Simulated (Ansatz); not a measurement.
## C₅H₅F, SMILES C#C/C(F)=C/C: a single point in a Gaussian basis, step by step

Program: Ansatz's Python interface.

Typed at the interpreter:
```pycon
>>> from pathlib import Path
>>> import ansatz as az
>>> geometry_ang = [
...     ("C", (3.0042, 0.3905, 0.0949)),
...     ("C", (1.8266, 0.2703, 0.2967)),
...     ("C", (0.4363, 0.1294, 0.5415)),
...     ("F", (0.0044, 0.2506, 1.8152)),
...     ("C", (-0.4414, -0.1158, -0.4383)),
...     ("C", (-1.9104, -0.271, -0.2253)),
...     ("H", (4.0494, 0.4978, -0.0797)),
...     ("H", (-0.0889, -0.2125, -1.4619)),
...     ("H", (-2.2327, -1.2604, -0.5642)),
...     ("H", (-2.1957, -0.1621, 0.8255)),
...     ("H", (-2.4518, 0.4833, -0.8044)),
... ]
>>> c5h5f = az.Crystal.molecule()
>>> for symbol, xyz in geometry_ang:
...     c5h5f = c5h5f.atom(symbol, xyz)
...
>>> job = c5h5f.calculation()
>>> job = job.basis(gaussian="def2-SVP")
>>> job = job.functional(az.LibraryFunctional("B2GP-PLYP")).orbitals()
>>> out = job.run(threads=1, runs_dir="runs")
>>> r = out.report
>>> r["n_occupied"], r["n_virtual"]
([16, 16], [87, 87])
>>> sorted(key for key in r if key.endswith("_ev"))
['free_energy_ev', 'reference_energy_ev']
>>> r["published_state_doubts"]
[]
>>> for key in ("converged", "free_energy_ev", "reference_energy_ev", "n_frozen", "n_occupied", "n_virtual"):
...     print(f"{key:22s} {r[key]}")
...
converged              True
free_energy_ev         -7964.8277485853005
reference_energy_ev    -7955.332433979435
n_frozen               6
n_occupied             [16, 16]
n_virtual              [87, 87]
>>> state = r["mean_field"]["state"]
>>> print(f"mean field: {state['energy']['hartree']:.7f} Ha, <S^2> = {abs(state['spin_squared']):.4f}, stability: {state.get('stability', {}).get('kind')}")
mean field: -292.3530746 Ha, <S^2> = 0.0000, stability: minimum
>>> lines = Path(r["orbitals_path"]).read_text().splitlines()
>>> field_of = lambda key: [line.split("=")[1].strip() for line in lines if line.startswith(key)]
>>> orbitals = [(27.211386 * float(e), s, float(n)) for e, s, n in zip(field_of("Ene="), field_of("Spin="), field_of("Occup="))]
>>> homo = max(e for e, _, n in orbitals if n > 0.5)
>>> lumo = min(e for e, _, n in orbitals if n < 0.5)
>>> for e, spin, n in sorted(orbitals):
...     if homo - 10 < e < lumo + 5:
...         print(f"{spin:6s} {e:10.3f} eV  occupation {n:.0f}")
...
Alpha     -17.240 eV  occupation 2
Alpha     -16.602 eV  occupation 2
Alpha     -16.296 eV  occupation 2
Alpha     -14.273 eV  occupation 2
Alpha     -14.031 eV  occupation 2
Alpha     -13.444 eV  occupation 2
Alpha     -12.760 eV  occupation 2
Alpha     -11.146 eV  occupation 2
Alpha     -10.082 eV  occupation 2
Alpha      -8.214 eV  occupation 2
Alpha       1.284 eV  occupation 0
Alpha       2.705 eV  occupation 0
Alpha       3.705 eV  occupation 0
Alpha       4.179 eV  occupation 0
Alpha       4.651 eV  occupation 0
Alpha       5.435 eV  occupation 0
Alpha       5.767 eV  occupation 0
Alpha       5.915 eV  occupation 0
```

What to keep in mind:
- Total energies depend on the basis set; only differences at equal settings carry meaning.
- The geometry is a force-field or estimated start, not a minimum of this method, and the basis set is short of its limit.
- Alpha marks a spatial orbital of a restricted run, filled by both spins.
- Levels such as HOMO and LUMO are orbital energies: with these approximate functionals they aren't the ionisation energy and electron affinity, and their gap isn't the fundamental gap.
- For a double hybrid the total adds scaled second-order correlation to the self-consistent reference.
- Run time: 6.5 s on 1 thread of Arm Neoverse V1, on a shared host, peak memory 0.25 GiB.
